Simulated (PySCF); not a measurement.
Which method gave which barrier?

Saddle point of SiH4ClF, closed shell (SiH₃Cl ([SiH3][Cl]) + HF → SiH₃F ([F][SiH3]) + HCl; bonds formed: Si1–F7, Cl2–H6; bonds broken: Si1–Cl2, H6–F7), PBE0-D4/def2-TZVP structure:

```
atom    x (Å)    y (Å)    z (Å)
 Si1  -0.5184   0.2955  -0.0990
 Cl2   1.5864  -0.4003  -1.0698
  H3  -0.3887   1.4796  -0.9782
  H4  -1.2318   0.8280   1.0911
  H5  -1.2756  -0.8247  -0.6816
  H6   1.2876  -0.7736   0.5031
  F7   0.5405  -0.6045   1.2347
```

Program: PySCF 2.14 with density fitting (its default auxiliary sets; JK sets also for MP2 and CCSD(T)). Basis: def2-TZVPP, with def2-QZVPP for the basis limit. Cores are frozen in the correlated methods. B3LYP uses VWN-RPA correlation. Extrapolation: Hartree–Fock as exp(−7.88 √X), correlation as X^−2.97. Four methods, as single points on the PBE0-D4 structures, gave these electronic barriers from the start structure: 17.12, 29.16, 31.65, 42.84 kcal/mol.

Q: The methods were, in alphabetical order, B3LYP-D4, CCSD(T), HF, SPW92. Which gave which? (Judge from chemistry; the calculation decides.)

A: The calculation gives: SPW92 17.12; B3LYP-D4 29.16; CCSD(T) 31.65; HF 42.84 kcal/mol. For comparison, CCSD(T) at an estimated basis limit (MP2 extrapolated from triple and quadruple zeta, plus CCSD(T) − MP2 in triple zeta) gives 31.16 kcal/mol.

The T1 diagnostic stays at or below 0.012.

Labels in which every atom is bracketed show which atoms are joined, not bond orders.

For scale, one of the runs: CCSD(T)/def2-TZVPP, 171 basis functions, launched by `OMP_NUM_THREADS=4 python run.py`. The run took 2.8 min on 4 CPU threads of an Arm Neoverse V2 (shared host), with 1.5 GiB of host memory at its peak.
